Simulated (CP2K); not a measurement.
# BN2H5 (SMILES NBN): levels of theory compared

Wanted: a comparison of 3 runs (B3LYP/6-311+G**, PBE0/6-311+G**, r2SCAN/6-311+G**) of BN2H5. 

Program for the calculation: CP2K 2026.2.

### Step 1. The molecule

The species is BN2H5 (8 atoms), meant as a singlet with charge 0. As SMILES, `NBN`. The coordinates come from a PBE0-D4/def2-TZVP relaxation.

Bond lengths: N1–B2 1.409 Å, B2–N3 1.409 Å, N1–H4 1.005 Å, N1–H5 1.002 Å, B2–H6 1.200 Å, N3–H7 1.003 Å, N3–H8 1.005 Å. Angles: N1–B2–N3 122.9°, N1–B2–H6 118.5°, N3–B2–H6 118.5°, B2–N1–H4 124.5°, B2–N1–H5 121.9°, B2–N3–H7 121.9°, B2–N3–H8 124.5°, H4–N1–H5 113.6°, H7–N3–H8 113.6°.

### Step 2. The energy at B3LYP/6-311+G(d,p) (run 1)

gas.inp reads:

```
&GLOBAL
  PROJECT_NAME gas
  RUN_TYPE ENERGY
  PRINT_LEVEL MEDIUM
&END GLOBAL

&FORCE_EVAL
  METHOD QUICKSTEP
  &DFT
    BASIS_SET_FILE_NAME ./6_311pgss.basis
    POTENTIAL_FILE_NAME POTENTIAL
    &QS
      METHOD GAPW
      EPS_DEFAULT 1.0E-10
    &END QS
    &MGRID
      CUTOFF 280
      REL_CUTOFF 50
      NGRIDS 4
    &END MGRID
    &POISSON
      PERIODIC NONE
      POISSON_SOLVER WAVELET
    &END POISSON
    &SCF
      SCF_GUESS ATOMIC
      EPS_SCF 1.0E-06
      MAX_SCF 40
      &OT
        MINIMIZER DIIS
        PRECONDITIONER FULL_SINGLE_INVERSE
      &END OT
      &OUTER_SCF
        EPS_SCF 1.0E-06
        MAX_SCF 8
      &END OUTER_SCF
    &END SCF
    &XC
      &XC_FUNCTIONAL
        &HYB_GGA_XC_B3LYP
        &END HYB_GGA_XC_B3LYP
      &END XC_FUNCTIONAL
      &HF
        FRACTION 0.2
        &SCREENING
          EPS_SCHWARZ 1.0E-10
        &END SCREENING
        &MEMORY
          MAX_MEMORY 1050
        &END MEMORY
      &END HF
    &END XC
    &PRINT
      &MOMENTS
        PERIODIC F
        REFERENCE COM
        MAX_MOMENT 1
      &END MOMENTS
      &MO_CUBES
        NLUMO 3
        NHOMO -1
        WRITE_CUBE F
      &END MO_CUBES
      &LOWDIN ON
      &END LOWDIN
      &HIRSHFELD OFF
      &END HIRSHFELD
    &END PRINT
  &END DFT
  &SUBSYS
    &CELL
      ABC 14.7 14.7 14.7
      PERIODIC NONE
    &END CELL
    &COORD
      N     -0.971000     0.516500    -0.581100
      B      0.194200     0.386600     0.200500
      N      0.848200    -0.845200     0.401400
      H     -1.426800    -0.244500    -1.053400
      H     -1.423900     1.400900    -0.713700
      H      0.649700     1.368600     0.718000
      H      1.676700    -0.919800     0.960900
      H      0.545000    -1.720300     0.011600
    &END COORD
    &TOPOLOGY
      &CENTER_COORDINATES
      &END CENTER_COORDINATES
    &END TOPOLOGY
    &KIND N
      BASIS_SET 6-311pGss
      POTENTIAL ALL
      LEBEDEV_GRID 194
      RADIAL_GRID 100
    &END KIND
    &KIND B
      BASIS_SET 6-311pGss
      POTENTIAL ALL
      LEBEDEV_GRID 194
      RADIAL_GRID 100
    &END KIND
    &KIND H
      BASIS_SET 6-311pGss
      POTENTIAL ALL
      LEBEDEV_GRID 194
      RADIAL_GRID 100
    &END KIND
  &END SUBSYS
&END FORCE_EVAL
```

Command:

```
OMP_NUM_THREADS=1 cp2k.psmp gas.inp > gas.out
```

What it wrote:

```text
CP2K| version string:                                       CP2K version 2026.2
[...]
 GLOBAL| Method name                                                        CP2K
[...]
 GLOBAL| Run type                                                         ENERGY
[...]
 DFT| Spin restricted Kohn-Sham (RKS) calculation                            RKS
 DFT| Multiplicity                                                             1
[...]
 DFT| Charge                                                                   0
[...]
 FUNCTIONAL| HYB_GGA_XC_B3LYP:
[...]
 QS| Method:                                                                GAPW
[...]
 QS| Density cutoff [a.u.]:                                                140.0
[...]
 QS| Relative density cutoff [a.u.]:                                        25.0
[...]
                             - Atoms:                                          8
[...]
                             - Spherical basis functions:                     96
[...]
 Number of electrons:                                                         24
[...]
     1 OT DIIS     0.80E-01    8.0     0.55635166      -128.8821835381 -1.29E+02
[...]
    13 OT DIIS     0.80E-01    4.0     0.00000076      -137.5022799829 -5.54E-12
  *** SCF run converged in    13 steps ***
[...]
  Overlap energy of the core charge distribution:               0.00001424102813
  Self energy of the core charge distribution:               -118.90386108952306
  Core Hamiltonian energy:                                    -18.24459017528056
  Hartree energy:                                              42.29382664629277
  Exchange-correlation energy:                                 -6.76700559366743
  Hartree-Fock Exchange energy:                                -3.79060023615932
[...]
 ENERGY| Total FORCE_EVAL ( QS ) energy [hartree]           -137.502279982877127
[...]
```

Wall time 6.6 min (1 thread of Arm Neoverse V1, shared host); peak memory 1.3 GiB.

### Step 3. The energy at PBE0/6-311+G(d,p) (run 2)

qs.inp reads:

```
&GLOBAL
 PROJECT qs
 RUN_TYPE ENERGY
 PRINT_LEVEL MEDIUM
&END GLOBAL

&FORCE_EVAL
 METHOD Quickstep
 &DFT
  BASIS_SET_FILE_NAME ./6_311pgss.basis
  POTENTIAL_FILE_NAME POTENTIAL
  # Quickstep
  &QS
   METHOD GAPW
   EPS_DEFAULT 1.0E-10
  &END QS
  &MGRID
   CUTOFF 280
   REL_CUTOFF 50
   NGRIDS 4
  &END MGRID
  # cluster boundary conditions
  &POISSON
   PERIODIC NONE
   POISSON_SOLVER WAVELET
  &END POISSON
  &SCF
   SCF_GUESS ATOMIC
   EPS_SCF 1.0E-07
   MAX_SCF 80
   ADDED_MOS 5
   &DIAGONALIZATION
    ALGORITHM STANDARD
   &END DIAGONALIZATION
   &MIXING
    METHOD DIRECT_P_MIXING
    ALPHA 0.4
   &END MIXING
  &END SCF
  &XC
   &XC_FUNCTIONAL
    &HYB_GGA_XC_PBEH
    &END HYB_GGA_XC_PBEH
   &END XC_FUNCTIONAL
   # exact exchange
   &HF
    FRACTION 0.25
    &SCREENING
     EPS_SCHWARZ 1.0E-10
    &END SCREENING
    &MEMORY
     MAX_MEMORY 1050
    &END MEMORY
   &END HF
  &END XC
  &PRINT
   &MOMENTS
    PERIODIC F
    REFERENCE COM
    MAX_MOMENT 1
   &END MOMENTS
   &MO ON
    ENERGIES T
    OCCUPATION_NUMBERS T
    NDIGITS 6
    &EACH
     QS_SCF 0
    &END EACH
    ADD_LAST NUMERIC
   &END MO
   &LOWDIN ON
   &END LOWDIN
   &HIRSHFELD OFF
   &END HIRSHFELD
  &END PRINT
 &END DFT
 # atoms, cell and kinds
 &SUBSYS
  &CELL
   ABC 14.7 14.7 14.7
   PERIODIC NONE
  &END CELL
  &COORD
   N     -0.971000     0.516500    -0.581100
   B      0.194200     0.386600     0.200500
   N      0.848200    -0.845200     0.401400
   H     -1.426800    -0.244500    -1.053400
   H     -1.423900     1.400900    -0.713700
   H      0.649700     1.368600     0.718000
   H      1.676700    -0.919800     0.960900
   H      0.545000    -1.720300     0.011600
  &END COORD
  &TOPOLOGY
   &CENTER_COORDINATES
   &END CENTER_COORDINATES
  &END TOPOLOGY
  &KIND N
   BASIS_SET 6-311pGss
   POTENTIAL ALL
   LEBEDEV_GRID 194
   RADIAL_GRID 100
  &END KIND
  &KIND B
   BASIS_SET 6-311pGss
   POTENTIAL ALL
   LEBEDEV_GRID 194
   RADIAL_GRID 100
  &END KIND
  &KIND H
   BASIS_SET 6-311pGss
   POTENTIAL ALL
   LEBEDEV_GRID 194
   RADIAL_GRID 100
  &END KIND
 &END SUBSYS
&END FORCE_EVAL
```

Command:

```
OMP_NUM_THREADS=1 cp2k.psmp -i qs.inp -o qs.out
```

What it wrote:

```text
CP2K| version string:                                       CP2K version 2026.2
[...]
 GLOBAL| Method name                                                        CP2K
[...]
 GLOBAL| Run type                                                         ENERGY
[...]
 DFT| Spin restricted Kohn-Sham (RKS) calculation                            RKS
 DFT| Multiplicity                                                             1
[...]
 DFT| Charge                                                                   0
[...]
 FUNCTIONAL| HYB_GGA_XC_PBEH:
[...]
 QS| Method:                                                                GAPW
[...]
 QS| Density cutoff [a.u.]:                                                140.0
[...]
 QS| Relative density cutoff [a.u.]:                                        25.0
[...]
                             - Atoms:                                          8
[...]
                             - Spherical basis functions:                     96
[...]
 Number of electrons:                                                         24
[...]
     1 P_Mix/Diag. 0.40E+00    7.4     0.46321992      -137.7325026359 -1.38E+02
[...]
    14 DIIS/Diag.  0.76E-07    3.9     0.00000004      -137.3230475797 -8.53E-13
  *** SCF run converged in    14 steps ***
[...]
  Overlap energy of the core charge distribution:               0.00001424102813
  Self energy of the core charge distribution:               -118.90386108952306
  Core Hamiltonian energy:                                    -18.36007411651502
  Hartree energy:                                              42.45521293135553
  Exchange-correlation energy:                                 -6.35570628651938
  Hartree-Fock Exchange energy:                                -4.73801360784389
[...]
 ENERGY| Total FORCE_EVAL ( QS ) energy [hartree]           -137.323047579681742
[...]
```

It took 61 s on 1 thread of Arm Neoverse V1, shared host; peak memory 1.3 GiB.

### Step 4. The energy at r2SCAN/6-311+G(d,p) (run 3)

molecule.xyz reads:

```xyz
8

N     -0.971000     0.516500    -0.581100
B      0.194200     0.386600     0.200500
N      0.848200    -0.845200     0.401400
H     -1.426800    -0.244500    -1.053400
H     -1.423900     1.400900    -0.713700
H      0.649700     1.368600     0.718000
H      1.676700    -0.919800     0.960900
H      0.545000    -1.720300     0.011600
```

calc.inp reads:

```
&FORCE_EVAL
 METHOD Quickstep
 &DFT
  BASIS_SET_FILE_NAME ./6_311pgss.basis
  POTENTIAL_FILE_NAME POTENTIAL
  ! Quickstep
  &QS
   METHOD GAPW
   EPS_DEFAULT 1.0E-10
  &END QS
  &MGRID
   CUTOFF 280
   REL_CUTOFF 50
   NGRIDS 4
  &END MGRID
  &POISSON
   PERIODIC NONE
   POISSON_SOLVER WAVELET
  &END POISSON
  ! self-consistent field
  &SCF
   SCF_GUESS ATOMIC
   EPS_SCF 1.0E-07
   MAX_SCF 150
   ADDED_MOS 3
   &DIAGONALIZATION
    ALGORITHM STANDARD
   &END DIAGONALIZATION
   &MIXING
    METHOD BROYDEN_MIXING
    ALPHA 0.3
    NBUFFER 8
   &END MIXING
  &END SCF
  &XC
   &XC_FUNCTIONAL
    &MGGA_X_R2SCAN
    &END MGGA_X_R2SCAN
    &MGGA_C_R2SCAN
    &END MGGA_C_R2SCAN
   &END XC_FUNCTIONAL
  &END XC
  &PRINT
   &MOMENTS
    PERIODIC F
    REFERENCE COM
    MAX_MOMENT 1
   &END MOMENTS
   &MO ON
    ENERGIES T
    OCCUPATION_NUMBERS T
    NDIGITS 6
    &EACH
     QS_SCF 0
    &END EACH
    ADD_LAST NUMERIC
   &END MO
   &LOWDIN ON
   &END LOWDIN
   &HIRSHFELD OFF
   &END HIRSHFELD
   &MO_MOLDEN ON
    NDIGITS 8
   &END MO_MOLDEN
  &END PRINT
 &END DFT
 &SUBSYS
  ! vacuum box
  &CELL
   ABC 14.7 14.7 14.7
   PERIODIC NONE
  &END CELL
  &TOPOLOGY
   COORD_FILE_NAME molecule.xyz
   COORD_FILE_FORMAT XYZ
   &CENTER_COORDINATES
   &END CENTER_COORDINATES
  &END TOPOLOGY
  &KIND N
   BASIS_SET 6-311pGss
   POTENTIAL ALL
   LEBEDEV_GRID 194
   RADIAL_GRID 100
  &END KIND
  &KIND B
   BASIS_SET 6-311pGss
   POTENTIAL ALL
   LEBEDEV_GRID 194
   RADIAL_GRID 100
  &END KIND
  &KIND H
   BASIS_SET 6-311pGss
   POTENTIAL ALL
   LEBEDEV_GRID 194
   RADIAL_GRID 100
  &END KIND
 &END SUBSYS
&END FORCE_EVAL

&GLOBAL
 PROJECT calc
 RUN_TYPE ENERGY
 PRINT_LEVEL MEDIUM
&END GLOBAL
```

Command:

```
OMP_NUM_THREADS=1 cp2k.psmp calc.inp > calc.out
```

What it wrote:

```text
CP2K| version string:                                       CP2K version 2026.2
[...]
 GLOBAL| Method name                                                        CP2K
[...]
 GLOBAL| Run type                                                         ENERGY
[...]
 DFT| Spin restricted Kohn-Sham (RKS) calculation                            RKS
 DFT| Multiplicity                                                             1
[...]
 DFT| Charge                                                                   0
[...]
 FUNCTIONAL| MGGA_X_R2SCAN:
[...]
 FUNCTIONAL| MGGA_C_R2SCAN:
[...]
 QS| Method:                                                                GAPW
[...]
 QS| Density cutoff [a.u.]:                                                140.0
[...]
 QS| Relative density cutoff [a.u.]:                                        25.0
[...]
                             - Atoms:                                          8
[...]
                             - Spherical basis functions:                     96
[...]
 Number of electrons:                                                         24
[...]
     1 NoMix/Diag. 0.30E+00    4.8     0.48382619      -137.6920990087 -1.38E+02
[...]
    36 Broy./Diag. 0.30E+00    4.7     0.00000002      -137.4072935631 -2.61E-08
  *** SCF run converged in    36 steps ***
[...]
  Overlap energy of the core charge distribution:               0.00001424102813
  Self energy of the core charge distribution:               -118.90386108952306
  Core Hamiltonian energy:                                    -18.35089378212511
  Hartree energy:                                              42.45709517269997
  Exchange-correlation energy:                                 -8.23215257335553
[...]
 ENERGY| Total FORCE_EVAL ( QS ) energy [hartree]           -137.407293563145828
[...]
```

Wall time 2.8 min (1 thread of Arm Neoverse V1, shared host); peak memory 2.4 GiB.

### Step 5. Overview of the runs

```tsv
run	level	SCF convergence threshold	iteration cap	energy (Eh)	dipole moment (D)	HOMO energy (eV)	LUMO energy (eV)	wall time
1	B3LYP/6-311+G**	1e-06	40	-137.502280	1.34	-6.69	-0.13	6.6 min
2	PBE0/6-311+G**	1e-07	80	-137.323048	1.35	-6.92	0.15	61 s
3	r2SCAN/6-311+G**	1e-07	150	-137.407294	1.38	-5.82	0.33	2.8 min
```

### Step 6. What came out

```
            quantity          value
 run 3: total energy  -137.40729 Eh
run 3: dipole moment         1.38 D
  run 3: HOMO energy       -5.82 eV
  run 3: LUMO energy        0.33 eV
run 3: HOMO–LUMO gap        6.15 eV
```

What this shows: The dipole moment (its size) runs from 1.34 D (B3LYP/6-311+G**) to 1.38 D (r2SCAN/6-311+G**). The HOMO–LUMO gap runs from 6.15 eV (r2SCAN/6-311+G**) to 7.07 eV (PBE0/6-311+G**). Totals of different functionals can't be ranked against each other. All runs together took 10 min, the longest 6.6 min.
